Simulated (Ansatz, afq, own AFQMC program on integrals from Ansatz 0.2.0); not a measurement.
Integrals from Ansatz 0.2.0, then the random walk in our own AFQMC program (afq).

```yaml
crystal:
  periodic: [false, false, false]
  atoms:
    - {symbol: B, position_ang: [0.000000, 0.178982, 1.593642]}
    - {symbol: N, position_ang: [0.000000, -0.189066, -1.113453]}
    - {symbol: H, position_ang: [0.000000, 0.707596, -1.620195]}
basis:
  gaussian: {orbitals: cc-pVDZ}
magnetization: {spin_polarized: true, initial_magnetization: 3}
correlation: {method: ccsd_t, electrons: outside_noble_gas, hamiltonian_folder: ham}
```

```sh
$ ansatz run in.yaml --threads 1 --pin off --events-out ev --progress --plain --max-ram 1382MiB
```

Options of the walk:

```
--method phaseless --trial cisd --walkers 60 --populations 1 --least-time 40 --time-step 0.005 --steps-per-block 50 --equilibration-blocks 40 --max-blocks 300 --target-error 0.00072 --factor-cut 1e-05 --start spin_pure --seed 3192 --release-times 0.24,0.51,0.99,1.62,2.4 --release-step 0.03 --release-every 4 --taylor-order 6
```

Times are imaginary, in 1/Eh. The walk had a cap of 671 s.

```
orbitals 31  electrons 6 3  factors 210 of 313
reference energy -79.49667352 Eh
CCSD correlation -0.18413354 Eh in 20 cycles, weight of the determinant in the CISD state 0.8949
energy of the start -79.680425 Eh
 block  time / (1/Eh)  mean weight  energy / Eh
     1     0.250  1.0009  -79.678676
     2     0.500  1.0014  -79.679007
     3     0.750  0.9994  -79.680382
     4     1.000  0.9996  -79.683035
     5     1.250  0.9989  -79.683001
     8     2.000  0.9983  -79.684080
    11     2.750  0.9967  -79.682569
    26     6.500  0.9997  -79.681733
    41    10.250  1.0012  -79.684856
    56    14.000  0.9997  -79.683764
    71    17.750  1.0003  -79.683671
    86    21.500  1.0027  -79.682541
   101    25.250  1.0011  -79.684013
   116    29.000  1.0022  -79.682747
   131    32.750  1.0015  -79.681811
   146    36.500  0.9991  -79.683965
   161    40.250  1.0016  -79.681493
   171    42.750  1.0001  -79.690690
   176    44.000  1.0031  -79.678434
   191    47.750  1.0004  -79.683836
   196    49.000  0.9988  -79.685079
blocks merged  error / Eh  count
     1  0.000173  160
     2  0.000213  80
     4  0.000250  40
     8  0.000229  20
    16  0.000241  10
released: time / (1/Eh)  energy / Eh  error  mean overlap
  0.24  -79.684255  0.000306  0.9914
  0.51  -79.684060  0.000288  0.9886
  0.99  -79.684085  0.000272  0.9944
  1.62  -79.684271  0.000361  1.0107
  2.40  -79.685164  0.000486  0.9606
energy -79.683835 +/- 0.000250 Eh
(rows thinned)
```

Problem. Estimate how long the walk took on 1 thread of Arm Neoverse V1 (shared host).

Solution. 2.5 min of wall time.

The run passed its tests (sampling time, drift between the halves within three errors, error under three times the target), which doesn't prove that it has relaxed.

Against this walk (error 6.8 meV) on the same determinant: CCSD(T) 6.5 meV higher (within the noise), CCSDT(Q) 17.9 meV lower. The error is statistical and leaves out the bias of the constraint. The released energies are still falling (meV from the phaseless value at times in 1/Eh: -11 ± 8 at 0.24, -6 ± 8 at 0.51, -7 ± 7 at 0.99, -12 ± 10 at 1.62, -36 ± 13 at 2.40), so they give no level.

Cautions: constraint bias not in the error; lower spins were not checked.

CCSDT and higher add their correlation energy to the determinant of the CCSD(T) run, since their own runs factorise the integrals more tightly (a shift of under 2 meV). A walk keeps the symmetry of its determinant, which the program's search chose and which needn't be the lowest solution, so a lower state of the same spin and another symmetry isn't excluded.
